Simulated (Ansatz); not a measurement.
**CHOSi (quartet): wB97M-V, B2PLYP over vertical spin and charge gaps, def2-QZVPP**

How well do these functionals follow the top wave-function level for CHOSi (quartet) over vertical spin and charge gaps?

Program: Ansatz 0.2.0, Gaussian basis. Level of theory: def2-QZVPP, all electrons in the functionals, frozen cores in the correlation of double hybrids and RPA. These are calculated values, not measurements.

To be run: wB97M-V, B2PLYP, at charge 0, quartet; charge 0, doublet; charge 0, sextet; charge 1, triplet; charge 1, quintet.

## 1. The geometry

The geometry is a PBE0/def2-TZVP stationary point (not a proven minimum).

4 atoms, charge 0, spin multiplicity 4.

Atoms are counted from 1 here; the program's logs count them from 0.

Bond lengths: C1–Si2 1.820 Å, C1–H4 1.084 Å, Si2–O3 1.530 Å. Angles: Si2–C1–H4 150.6°, C1–Si2–O3 122.3°.

No dispersion term is added; wB97M-V holds VV10 nonlocal correlation.

The geometry shown and the zero of energy belong to the point charge 0, quartet. The yardstick, UCCSD(T), and other wave-function levels (R restricted, U unrestricted, valence and pair active spaces) come from earlier runs.

## 2. wB97M-V, charge 0, quartet

File in.yaml:

```yaml
crystal:
  periodic: [false, false, false]
  atoms:
    - {symbol: C, position_ang: [0.000000, -0.231556, 1.642911]}
    - {symbol: Si, position_ang: [0.000000, 0.419511, -0.056146]}
    - {symbol: O, position_ang: [0.000000, -0.495400, -1.281834]}
    - {symbol: H, position_ang: [0.000000, -1.066454, 2.334393]}
basis:
  gaussian: {orbitals: "def2-QZVPP.json"}
magnetization: {spin_polarized: true, initial_magnetization: 3}
hamiltonian: {xc: {name: wB97M-V}}
output: {orbitals: {seedname: orbitals}}
```

Run with:

```
ansatz run in.yaml --threads 1 --pin off --events-out ev --progress --plain --max-ram 2393MiB
```

Standard output, shortened:

```text
Functional definition: wB97M-V
  name "wB97M-V"
  cite "Mardirossian & Head-Gordon, J. Chem. Phys. 144, 214110 (2016) doi:10.1063/1.4952647"
  cite "Becke, J. Chem. Phys. 107, 8554 (1997) doi:10.1063/1.475007"
  cite "Vydrov & Van Voorhis, J. Chem. Phys. 133, 244103 (2010) doi:10.1063/1.3521275"
  # Of w^i u^j: cxij and so on, Table III.
[...]
  gx(w, u) = 1 - cx + cx01*u + cx10*w
  gss(w, u) = css00 + css04*u^4 + css10*w + css20*w^2 + css43*w^4*u^3
  gos(w, u) = cos00 + cos10*w + (cos20 + cos21*u)*w^2 + (cos60 + cos61*u)*w^6
[...]
      + integral(e_c_pw_mod_opposite_spin*gos(b97_w_opposite, b97_u_opposite)) + vv10(b, c)
764 factors; their error is unknown
170 factors; integrals over basis functions are off by at most 3.2e-5 eV
[...]
mean field -10973.73613417 eV, -403.2773646652 hartree, gradient 8.8e-5 eV, S^2 3.761022; 0 other end points of the search recorded, 0 dependent functions left out
reference -10973.73617808 eV, -403.2773662788 hartree; 16, 13 occupied and 198, 201 virtual orbitals, 764 factors
Total energy: -10973.73617808 eV, -403.2773662788 hartree
```

It took 19 s on 1 thread of Arm Neoverse V2, shared host; peak memory 0.55 GiB.

From the report: ⟨S²⟩ of the determinant 3.761 (pure quartet: 3.75).

## 3. wB97M-V, charge 0, doublet

Edit in.yaml of step 2 so:

```diff
@@ -9,3 +9,3 @@
   gaussian: {orbitals: "def2-QZVPP.json"}
-magnetization: {spin_polarized: true, initial_magnetization: 3}
+magnetization: {spin_polarized: true, initial_magnetization: 1}
 hamiltonian: {xc: {name: wB97M-V}}
```

Same command.

Standard output, shortened:

```text
Functional definition: wB97M-V
  name "wB97M-V"
  cite "Mardirossian & Head-Gordon, J. Chem. Phys. 144, 214110 (2016) doi:10.1063/1.4952647"
  cite "Becke, J. Chem. Phys. 107, 8554 (1997) doi:10.1063/1.475007"
  cite "Vydrov & Van Voorhis, J. Chem. Phys. 133, 244103 (2010) doi:10.1063/1.3521275"
  # Of w^i u^j: cxij and so on, Table III.
[...]
  gx(w, u) = 1 - cx + cx01*u + cx10*w
  gss(w, u) = css00 + css04*u^4 + css10*w + css20*w^2 + css43*w^4*u^3
  gos(w, u) = cos00 + cos10*w + (cos20 + cos21*u)*w^2 + (cos60 + cos61*u)*w^6
[...]
      + integral(e_c_pw_mod_opposite_spin*gos(b97_w_opposite, b97_u_opposite)) + vv10(b, c)
764 factors; their error is unknown
170 factors; integrals over basis functions are off by at most 3.2e-5 eV
[...]
mean field -10973.48918313 eV, -403.2682893818 hartree, gradient 3.8e-5 eV, S^2 1.748078; 10 other end points of the search recorded, 0 dependent functions left out
reference -10973.48922730 eV, -403.2682910051 hartree; 15, 14 occupied and 199, 200 virtual orbitals, 764 factors
Total energy: -10973.48922730 eV, -403.2682910051 hartree
```

Wall time 3 min (1 thread of Arm Neoverse V2, shared host); peak memory 0.75 GiB.

From the report: ⟨S²⟩ of the determinant 1.748 (pure doublet: 0.75). The determinant is far from a pure spin state, so its energy mixes those of several spin states (harmless only where they are near-degenerate, as at dissociation).

From charge 0, quartet: +23.8 kJ/mol.

## 4. wB97M-V, charge 0, sextet

Edit in.yaml of step 3 so:

```diff
@@ -9,3 +9,3 @@
   gaussian: {orbitals: "def2-QZVPP.json"}
-magnetization: {spin_polarized: true, initial_magnetization: 1}
+magnetization: {spin_polarized: true, initial_magnetization: 5}
 hamiltonian: {xc: {name: wB97M-V}}
```

The command is unchanged.

Standard output, shortened:

```text
Functional definition: wB97M-V
  name "wB97M-V"
  cite "Mardirossian & Head-Gordon, J. Chem. Phys. 144, 214110 (2016) doi:10.1063/1.4952647"
  cite "Becke, J. Chem. Phys. 107, 8554 (1997) doi:10.1063/1.475007"
  cite "Vydrov & Van Voorhis, J. Chem. Phys. 133, 244103 (2010) doi:10.1063/1.3521275"
  # Of w^i u^j: cxij and so on, Table III.
[...]
  gx(w, u) = 1 - cx + cx01*u + cx10*w
  gss(w, u) = css00 + css04*u^4 + css10*w + css20*w^2 + css43*w^4*u^3
  gos(w, u) = cos00 + cos10*w + (cos20 + cos21*u)*w^2 + (cos60 + cos61*u)*w^6
[...]
      + integral(e_c_pw_mod_opposite_spin*gos(b97_w_opposite, b97_u_opposite)) + vv10(b, c)
764 factors; their error is unknown
170 factors; integrals over basis functions are off by at most 3.2e-5 eV
[...]
mean field -10968.49599578 eV, -403.0847931314 hartree, gradient 3.1e-6 eV, S^2 8.758162; 3 other end points of the search recorded, 0 dependent functions left out
reference -10968.49603879 eV, -403.0847947120 hartree; 17, 12 occupied and 197, 202 virtual orbitals, 764 factors
Total energy: -10968.49603879 eV, -403.0847947120 hartree
```

Wall time 79 s (1 thread of Arm Neoverse V2, shared host); peak memory 0.76 GiB.

From the report: ⟨S²⟩ of the determinant 8.758 (pure sextet: 8.75).

From charge 0, quartet: +505.6 kJ/mol.

## 5. wB97M-V, charge 1, triplet

Edit in.yaml of step 4 so:

```diff
@@ -9,3 +9,4 @@
   gaussian: {orbitals: "def2-QZVPP.json"}
-magnetization: {spin_polarized: true, initial_magnetization: 5}
+total_charge: 1
+magnetization: {spin_polarized: true, initial_magnetization: 2}
 hamiltonian: {xc: {name: wB97M-V}}
```

Same command.

Standard output, shortened:

```text
Functional definition: wB97M-V
  name "wB97M-V"
  cite "Mardirossian & Head-Gordon, J. Chem. Phys. 144, 214110 (2016) doi:10.1063/1.4952647"
  cite "Becke, J. Chem. Phys. 107, 8554 (1997) doi:10.1063/1.475007"
  cite "Vydrov & Van Voorhis, J. Chem. Phys. 133, 244103 (2010) doi:10.1063/1.3521275"
  # Of w^i u^j: cxij and so on, Table III.
[...]
  gx(w, u) = 1 - cx + cx01*u + cx10*w
  gss(w, u) = css00 + css04*u^4 + css10*w + css20*w^2 + css43*w^4*u^3
  gos(w, u) = cos00 + cos10*w + (cos20 + cos21*u)*w^2 + (cos60 + cos61*u)*w^6
[...]
      + integral(e_c_pw_mod_opposite_spin*gos(b97_w_opposite, b97_u_opposite)) + vv10(b, c)
764 factors; their error is unknown
170 factors; integrals over basis functions are off by at most 3.2e-5 eV
[...]
mean field -10964.01175162 eV, -402.9200001980 hartree, gradient 1.7e-5 eV, S^2 2.031335; 5 other end points of the search recorded, 0 dependent functions left out
reference -10964.01179659 eV, -402.9200018505 hartree; 15, 13 occupied and 199, 201 virtual orbitals, 764 factors
Total energy: -10964.01179659 eV, -402.9200018505 hartree
```

It took 60 s on 1 thread of Arm Neoverse V2, shared host; peak memory 0.7 GiB.

From the report: ⟨S²⟩ of the determinant 2.031 (pure triplet: 2.00).

From charge 0, quartet: +938.3 kJ/mol.

## 6. wB97M-V, charge 1, quintet

Edit in.yaml of step 5 so:

```diff
@@ -10,3 +10,3 @@
 total_charge: 1
-magnetization: {spin_polarized: true, initial_magnetization: 2}
+magnetization: {spin_polarized: true, initial_magnetization: 4}
 hamiltonian: {xc: {name: wB97M-V}}
```

Same command.

Standard output, shortened:

```text
Functional definition: wB97M-V
  name "wB97M-V"
  cite "Mardirossian & Head-Gordon, J. Chem. Phys. 144, 214110 (2016) doi:10.1063/1.4952647"
  cite "Becke, J. Chem. Phys. 107, 8554 (1997) doi:10.1063/1.475007"
  cite "Vydrov & Van Voorhis, J. Chem. Phys. 133, 244103 (2010) doi:10.1063/1.3521275"
  # Of w^i u^j: cxij and so on, Table III.
[...]
  gx(w, u) = 1 - cx + cx01*u + cx10*w
  gss(w, u) = css00 + css04*u^4 + css10*w + css20*w^2 + css43*w^4*u^3
  gos(w, u) = cos00 + cos10*w + (cos20 + cos21*u)*w^2 + (cos60 + cos61*u)*w^6
[...]
      + integral(e_c_pw_mod_opposite_spin*gos(b97_w_opposite, b97_u_opposite)) + vv10(b, c)
764 factors; their error is unknown
170 factors; integrals over basis functions are off by at most 3.2e-5 eV
[...]
mean field -10962.65510201 eV, -402.8701442444 hartree, gradient 1.1e-5 eV, S^2 6.008938; 3 other end points of the search recorded, 0 dependent functions left out
reference -10962.65514496 eV, -402.8701458227 hartree; 16, 12 occupied and 198, 202 virtual orbitals, 764 factors
Total energy: -10962.65514496 eV, -402.8701458227 hartree
```

Run time: 41 s. Hardware: 1 thread of Arm Neoverse V2, shared host; peak memory 0.71 GiB.

From the report: ⟨S²⟩ of the determinant 6.009 (pure quintet: 6.00).

From charge 0, quartet: +1069.2 kJ/mol.

## 7. B2PLYP, charge 0, quartet

Edit in.yaml of step 6 so:

```diff
@@ -9,5 +9,4 @@
   gaussian: {orbitals: "def2-QZVPP.json"}
-total_charge: 1
-magnetization: {spin_polarized: true, initial_magnetization: 4}
-hamiltonian: {xc: {name: wB97M-V}}
-output: {orbitals: {seedname: orbitals}}
+magnetization: {spin_polarized: true, initial_magnetization: 3}
+hamiltonian: {xc: {name: B2PLYP}}
+correlation: {electrons: outside_noble_gas}
```

The command is unchanged.

Standard output, shortened:

```text
Functional definition: B2PLYP
  name "B2PLYP"
  cite "Grimme, J. Chem. Phys. 124, 034108 (2006) doi:10.1063/1.2148954"
  cite "Becke, Phys. Rev. A 38, 3098 (1988) doi:10.1103/PhysRevA.38.3098"
  cite "Lee, Yang & Parr, Phys. Rev. B 37, 785 (1988) doi:10.1103/PhysRevB.37.785"
[...]
1296 factors; integrals over basis functions are off by at most 9.7e-4 eV
[...]
mean field -10965.88604991 eV, -402.9888793897 hartree, gradient 4.4e-6 eV, S^2 3.772975; 1 other end points of the search recorded, 0 dependent functions left out
7 core orbitals not correlated: weight in the atoms' cores, before any rotation towards them, 1.000 or more for the frozen orbitals, at most 0.000 for the correlated occupied ones
reference -10965.88618855 eV, -402.9888844847 hartree; 9, 6 occupied and 198, 201 virtual orbitals, 1296 factors
second order -15.81740036 eV of doubles, -0.00000000 eV of singles
Total energy: -10970.15688665 eV, -403.1458297449 hartree
```

Wall time 17 s (1 thread of Arm Neoverse V2, shared host); peak memory 0.62 GiB.

From the report: ⟨S²⟩ of the determinant 3.773 (pure quartet: 3.75).

## 8. B2PLYP, charge 0, doublet

Edit in.yaml of step 7 so:

```diff
@@ -9,3 +9,3 @@
   gaussian: {orbitals: "def2-QZVPP.json"}
-magnetization: {spin_polarized: true, initial_magnetization: 3}
+magnetization: {spin_polarized: true, initial_magnetization: 1}
 hamiltonian: {xc: {name: B2PLYP}}
```

Launched as before.

Standard output, shortened:

```text
Functional definition: B2PLYP
  name "B2PLYP"
  cite "Grimme, J. Chem. Phys. 124, 034108 (2006) doi:10.1063/1.2148954"
  cite "Becke, Phys. Rev. A 38, 3098 (1988) doi:10.1103/PhysRevA.38.3098"
  cite "Lee, Yang & Parr, Phys. Rev. B 37, 785 (1988) doi:10.1103/PhysRevB.37.785"
[...]
1296 factors; integrals over basis functions are off by at most 9.7e-4 eV
[...]
mean field -10965.63962518 eV, -402.9798234480 hartree, gradient 1.9e-6 eV, S^2 1.765214; 12 other end points of the search recorded, 0 dependent functions left out
7 core orbitals not correlated: weight in the atoms' cores, before any rotation towards them, 1.000 or more for the frozen orbitals, at most 0.000 for the correlated occupied ones
reference -10965.63976356 eV, -402.9798285333 hartree; 8, 7 occupied and 199, 200 virtual orbitals, 1296 factors
second order -15.87406045 eV of doubles, -0.00000000 eV of singles
Total energy: -10969.92575988 eV, -403.1373359929 hartree
```

It took 93 s on 1 thread of Arm Neoverse V2, shared host; peak memory 0.72 GiB.

From the report: ⟨S²⟩ of the determinant 1.765 (pure doublet: 0.75). The determinant is far from a pure spin state, so its energy mixes those of several spin states (harmless only where they are near-degenerate, as at dissociation).

From charge 0, quartet: +22.3 kJ/mol.

## 9. B2PLYP, charge 0, sextet

Edit in.yaml of step 8 so:

```diff
@@ -9,3 +9,3 @@
   gaussian: {orbitals: "def2-QZVPP.json"}
-magnetization: {spin_polarized: true, initial_magnetization: 1}
+magnetization: {spin_polarized: true, initial_magnetization: 5}
 hamiltonian: {xc: {name: B2PLYP}}
```

Same command.

Standard output, shortened:

```text
Functional definition: B2PLYP
  name "B2PLYP"
  cite "Grimme, J. Chem. Phys. 124, 034108 (2006) doi:10.1063/1.2148954"
  cite "Becke, Phys. Rev. A 38, 3098 (1988) doi:10.1103/PhysRevA.38.3098"
  cite "Lee, Yang & Parr, Phys. Rev. B 37, 785 (1988) doi:10.1103/PhysRevB.37.785"
[...]
1296 factors; integrals over basis functions are off by at most 9.7e-4 eV
[...]
mean field -10961.55644496 eV, -402.8297693425 hartree, gradient 1.1e-6 eV, S^2 8.765944; 3 other end points of the search recorded, 0 dependent functions left out
7 core orbitals not correlated: weight in the atoms' cores, before any rotation towards them, 1.000 or more for the frozen orbitals, at most 0.000 for the correlated occupied ones
reference -10961.55658324 eV, -402.8297744240 hartree; 10, 5 occupied and 197, 202 virtual orbitals, 1296 factors
second order -12.36039786 eV of doubles, -0.00000000 eV of singles
Total energy: -10964.89389066 eV, -402.9524182097 hartree
```

It took 37 s on 1 thread of Arm Neoverse V2, shared host; peak memory 0.62 GiB.

From the report: ⟨S²⟩ of the determinant 8.766 (pure sextet: 8.75).

From charge 0, quartet: +507.8 kJ/mol.

## 10. B2PLYP, charge 1, triplet

Edit in.yaml of step 9 so:

```diff
@@ -9,3 +9,4 @@
   gaussian: {orbitals: "def2-QZVPP.json"}
-magnetization: {spin_polarized: true, initial_magnetization: 5}
+total_charge: 1
+magnetization: {spin_polarized: true, initial_magnetization: 2}
 hamiltonian: {xc: {name: B2PLYP}}
```

Same command.

Standard output, shortened:

```text
Functional definition: B2PLYP
  name "B2PLYP"
  cite "Grimme, J. Chem. Phys. 124, 034108 (2006) doi:10.1063/1.2148954"
  cite "Becke, Phys. Rev. A 38, 3098 (1988) doi:10.1103/PhysRevA.38.3098"
  cite "Lee, Yang & Parr, Phys. Rev. B 37, 785 (1988) doi:10.1103/PhysRevB.37.785"
[...]
1296 factors; integrals over basis functions are off by at most 9.7e-4 eV
[...]
mean field -10956.30680215 eV, -402.6368485276 hartree, gradient 2.3e-6 eV, S^2 2.621316; 8 other end points of the search recorded, 0 dependent functions left out
7 core orbitals not correlated: weight in the atoms' cores, before any rotation towards them, 1.000 or more for the frozen orbitals, at most 0.000 for the correlated occupied ones
reference -10956.30693702 eV, -402.6368534839 hartree; 8, 6 occupied and 199, 201 virtual orbitals, 1296 factors
second order -13.70975280 eV of doubles, -0.00000000 eV of singles
Total energy: -10960.00857028 eV, -402.7728859970 hartree
```

Wall time 46 s (1 thread of Arm Neoverse V2, shared host); peak memory 0.62 GiB.

From the report: ⟨S²⟩ of the determinant 2.621 (pure triplet: 2.00). The determinant is far from a pure spin state, so its energy mixes those of several spin states (harmless only where they are near-degenerate, as at dissociation).

From charge 0, quartet: +979.2 kJ/mol.

## 11. B2PLYP, charge 1, quintet

Edit in.yaml of step 10 so:

```diff
@@ -10,3 +10,3 @@
 total_charge: 1
-magnetization: {spin_polarized: true, initial_magnetization: 2}
+magnetization: {spin_polarized: true, initial_magnetization: 4}
 hamiltonian: {xc: {name: B2PLYP}}
```

Launched as before.

Standard output, shortened:

```text
Functional definition: B2PLYP
  name "B2PLYP"
  cite "Grimme, J. Chem. Phys. 124, 034108 (2006) doi:10.1063/1.2148954"
  cite "Becke, Phys. Rev. A 38, 3098 (1988) doi:10.1103/PhysRevA.38.3098"
  cite "Lee, Yang & Parr, Phys. Rev. B 37, 785 (1988) doi:10.1103/PhysRevB.37.785"
[...]
1296 factors; integrals over basis functions are off by at most 9.7e-4 eV
[...]
mean field -10955.57095313 eV, -402.6098065748 hartree, gradient 5.4e-6 eV, S^2 6.015021; 5 other end points of the search recorded, 0 dependent functions left out
7 core orbitals not correlated: weight in the atoms' cores, before any rotation towards them, 1.000 or more for the frozen orbitals, at most 0.000 for the correlated occupied ones
reference -10955.57108680 eV, -402.6098114870 hartree; 9, 5 occupied and 198, 202 virtual orbitals, 1296 factors
second order -12.29312889 eV of doubles, -0.00000000 eV of singles
Total energy: -10958.89023160 eV, -402.7317878086 hartree
```

Run time: 46 s. Hardware: 1 thread of Arm Neoverse V2, shared host; peak memory 0.68 GiB.

From the report: ⟨S²⟩ of the determinant 6.015 (pure quintet: 6.00).

From charge 0, quartet: +1087.1 kJ/mol.

## 12. The comparison

No level is safe as a reference over these points; UCCSD(T) serves as a yardstick only. It comes from earlier runs at the same points. Energies in kJ/mol, counted from charge 0, quartet; blanks weren't run or aren't comparable.

```
   level  quartet to doublet  quartet to sextet  ionisation to the triplet cation  ionisation to the quintet cation
UCCSD(T)                23.5              492.4                             931.0                            1085.4
 wB97M-V                23.8              505.6                             938.3                            1069.2
  B2PLYP                22.3              507.8                             979.2                            1087.1
```

Largest miss and mean time a point (UCCSD(T) took 3.9 min a point; shared hosts):

```
  level  largest miss (kJ/mol)                             where  time a point
wB97M-V                  -16.3  ionisation to the quintet cation          76 s
 B2PLYP                  +48.2  ionisation to the triplet cation          48 s
```

## 13. Results

| quantity | value |
| --- | --- |
| quartet to doublet, UCCSD(T) | 23.5 kJ/mol |
| quartet to sextet, UCCSD(T) | 492.4 kJ/mol |
| ionisation to the triplet cation, UCCSD(T) | 931.0 kJ/mol |
| ionisation to the quintet cation, UCCSD(T) | 1085.4 kJ/mol |
| largest miss, wB97M-V | -16.3 kJ/mol (ionisation to the quintet cation) |
| largest miss, B2PLYP | +48.2 kJ/mol (ionisation to the triplet cation) |

In words: Of the functionals, wB97M-V keep the smallest largest miss at the points compared (at most 16.3 kJ/mol) and B2PLYP strays most (48.2 kJ/mol, at ionisation to the triplet cation). wB97M-V, B2PLYP clearly break the spin symmetry at some points (⟨S²⟩ up to 1.02 above the pure value), so energy there is bought with a mixed spin. Functionals and the yardstick converge differently with the basis, so part of each miss in def2-QZVPP is the basis. The yardstick itself may be off where one determinant is a poor start.
